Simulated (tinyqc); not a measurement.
Inside a calculation. Method: UHF in the sto-3g basis, for LiH+, spin multiplicity 2. One step of it, computed by the program tinyqc.

Task: Iteration 2: diagonalisation and new density. Diagonalise F' = X^T F X, C = X C', fill 2 alpha and 1 beta electrons from the bottom; D(s) = C_occ C_occ^T; the new density keeps 0.2 of the old one (damping). Each column has its largest component positive (the first on a tie).

extrapolated F(alpha) (hartree):
```
,1Li 1s,1Li 2s,1Li 2px,1Li 2py,1Li 2pz,2H 1s
1Li 1s,-2.624977,-0.690171,-0.003817,0.008348,-0.007717,-0.028276
1Li 2s,-0.690171,-0.415652,0.002769,0.037456,-0.078236,-0.244441
1Li 2px,-0.003817,0.002769,-0.069716,-0.002940,0.003718,0.005316
1Li 2py,0.008348,0.037456,-0.002940,-0.084011,0.019080,0.044549
1Li 2pz,-0.007717,-0.078236,0.003718,0.019080,-0.133729,-0.273613
2H 1s,-0.028276,-0.244441,0.005316,0.044549,-0.273613,-0.634356
```

extrapolated F(beta) (hartree):
```
,1Li 1s,1Li 2s,1Li 2px,1Li 2py,1Li 2pz,2H 1s
1Li 1s,-2.642920,-0.699893,-0.002024,-0.006305,-0.006235,-0.026683
1Li 2s,-0.699893,-0.322308,-0.002605,-0.019575,-0.018202,-0.089300
1Li 2px,-0.002024,-0.002605,-0.054473,0.000972,0.001022,-0.000925
1Li 2py,-0.006305,-0.019575,0.000972,-0.052499,0.000012,-0.002248
1Li 2pz,-0.006235,-0.018202,0.001022,0.000012,-0.069436,-0.118762
2H 1s,-0.026683,-0.089300,-0.000925,-0.002248,-0.118762,-0.075734
```

X:
```
,1,2,3,4,5,6
1Li 1s,0.386646,0.712423,0.000000,0.000000,0.575203,0.275531
1Li 2s,-0.658306,-0.542508,0.000000,0.000000,0.442083,0.436644
1Li 2px,0.000000,0.000000,0.070655,0.997501,0.000000,0.000000
1Li 2py,0.000000,0.000000,0.997501,-0.070655,0.000000,0.000000
1Li 2pz,-0.629433,0.556674,0.000000,0.000000,-0.485840,0.404355
2H 1s,0.816082,-0.345803,0.000000,0.000000,-0.290630,0.533558
```

D(alpha) after iteration 1:
```
,1Li 1s,1Li 2s,1Li 2px,1Li 2py,1Li 2pz,2H 1s
1Li 1s,0.914030,-0.139884,0.043851,-0.076577,0.067502,-0.049139
1Li 2s,-0.139884,0.218753,-0.039761,-0.077286,-0.048303,0.296786
1Li 2px,0.043851,-0.039761,0.013354,-0.002560,0.029404,-0.031860
1Li 2py,-0.076577,-0.077286,-0.002560,0.170446,0.004866,-0.245164
1Li 2pz,0.067502,-0.048303,0.029404,0.004866,0.099653,-0.026884
2H 1s,-0.049139,0.296786,-0.031860,-0.245164,-0.026884,0.548411
```

D(beta) after iteration 1:
```
,1Li 1s,1Li 2s,1Li 2px,1Li 2py,1Li 2pz,2H 1s
1Li 1s,0.825889,-0.044855,0.018544,0.021737,0.061728,-0.042131
1Li 2s,-0.044855,0.047052,-0.020267,-0.022814,-0.066687,0.052644
1Li 2px,0.018544,-0.020267,0.008730,0.009827,0.028726,-0.022683
1Li 2py,0.021737,-0.022814,0.009827,0.011062,0.032334,-0.025525
1Li 2pz,0.061728,-0.066687,0.028726,0.032334,0.094521,-0.074631
2H 1s,-0.042131,0.052644,-0.022683,-0.025525,-0.074631,0.058982
```

overlap S:
```
,1Li 1s,1Li 2s,1Li 2px,1Li 2py,1Li 2pz,2H 1s
1Li 1s,1.000000,0.241137,0.000000,0.000000,0.000000,0.008741
1Li 2s,0.241137,1.000000,0.000000,0.000000,0.000000,0.202056
1Li 2px,0.000000,0.000000,1.000000,0.000000,0.000000,0.000000
1Li 2py,0.000000,0.000000,0.000000,1.000000,0.000000,0.000000
1Li 2pz,0.000000,0.000000,0.000000,0.000000,1.000000,0.302430
2H 1s,0.008741,0.202056,0.000000,0.000000,0.302430,1.000000
```

Give: F' = X^T F X; orbital energies; coefficients C; F' = X^T F X; orbital energies; coefficients C; D(alpha) after iteration 2; D(beta) after iteration 2.

Result:

F' = X^T F X (alpha) (hartree):
```
,1,2,3,4,5,6
1,-0.2319,-0.3174,0.0028,-0.0015,-0.2955,-0.3631
2,-0.3174,-0.9697,-0.0194,-0.0026,-1.0367,-0.3901
3,0.0028,-0.0194,-0.0844,-0.0019,-0.0012,0.0503
4,-0.0015,-0.0026,-0.0019,-0.0694,-0.0043,0.0009
5,-0.2955,-1.0367,-0.0012,-0.0043,-1.3530,-0.5571
6,-0.3631,-0.3901,0.0503,0.0009,-0.5571,-0.9167
```

orbital energies (alpha) (hartree): MO1 -2.6265, MO2 -0.6792, MO3 -0.1614, MO4 -0.0772, MO5 -0.0690, MO6 -0.0115

coefficients C (alpha):
```
,MO1,MO2,MO3,MO4,MO5,MO6
1Li 1s,0.9934,-0.0786,-0.2558,-0.0517,0.0092,-0.0505
1Li 2s,0.0260,0.2504,0.9825,0.2059,-0.0441,0.2020
1Li 2px,0.0014,-0.0105,-0.0188,0.2799,0.9593,0.0287
1Li 2py,-0.0036,-0.0842,-0.1970,0.9348,-0.2790,0.0494
1Li 2pz,0.0044,0.1460,-0.1572,-0.0772,-0.0097,1.0264
2H 1s,-0.0022,0.8656,-0.3696,0.0301,0.0089,-0.5176
```

F' = X^T F X (beta) (hartree):
```
,1,2,3,4,5,6
1,-0.0674,-0.3930,0.0086,-0.0011,-0.3827,-0.1967
2,-0.3930,-0.8944,0.0070,0.0004,-0.9960,-0.5473
3,0.0086,0.0070,-0.0524,0.0008,-0.0118,-0.0116
4,-0.0011,0.0004,0.0008,-0.0546,-0.0017,-0.0010
5,-0.3827,-0.9960,-0.0118,-0.0017,-1.3065,-0.6878
6,-0.1967,-0.5473,-0.0116,-0.0010,-0.6878,-0.5719
```

orbital energies (beta) (hartree): MO1 -2.6447, MO2 -0.1881, MO3 -0.1026, MO4 -0.0548, MO5 -0.0481, MO6 0.0909

coefficients C (beta):
```
,MO1,MO2,MO3,MO4,MO5,MO6
1Li 1s,0.9931,-0.1896,-0.1767,-0.0060,0.0557,0.0856
1Li 2s,0.0275,0.6894,0.6817,0.0219,-0.2209,-0.3519
1Li 2px,0.0008,0.0105,0.0307,0.9718,0.2334,-0.0060
1Li 2py,0.0026,0.0982,0.2280,-0.2337,0.9396,0.0300
1Li 2pz,0.0038,0.3350,-0.5948,-0.0207,0.1294,-0.7889
2H 1s,-0.0044,0.4589,-0.3529,0.0091,0.0111,0.9052
```

D(alpha) after iteration 2:
```
,1Li 1s,1Li 2s,1Li 2px,1Li 2py,1Li 2pz,2H 1s
1Li 1s,0.9773,-0.0230,0.0106,-0.0129,0.0078,-0.0660
1Li 2s,-0.0230,0.0945,-0.0100,-0.0324,0.0197,0.2327
1Li 2px,0.0106,-0.0100,0.0028,0.0002,0.0047,-0.0136
1Li 2py,-0.0129,-0.0324,0.0002,0.0398,-0.0089,-0.1073
1Li 2pz,0.0078,0.0197,0.0047,-0.0089,0.0370,0.0957
2H 1s,-0.0660,0.2327,-0.0136,-0.1073,0.0957,0.7091
```

D(beta) after iteration 2:
```
,1Li 1s,1Li 2s,1Li 2px,1Li 2py,1Li 2pz,2H 1s
1Li 1s,0.9541,0.0129,0.0043,0.0064,0.0153,-0.0119
1Li 2s,0.0129,0.0100,-0.0040,-0.0045,-0.0133,0.0104
1Li 2px,0.0043,-0.0040,0.0017,0.0020,0.0057,-0.0045
1Li 2py,0.0064,-0.0045,0.0020,0.0022,0.0065,-0.0051
1Li 2pz,0.0153,-0.0133,0.0057,0.0065,0.0189,-0.0149
2H 1s,-0.0119,0.0104,-0.0045,-0.0051,-0.0149,0.0118
```
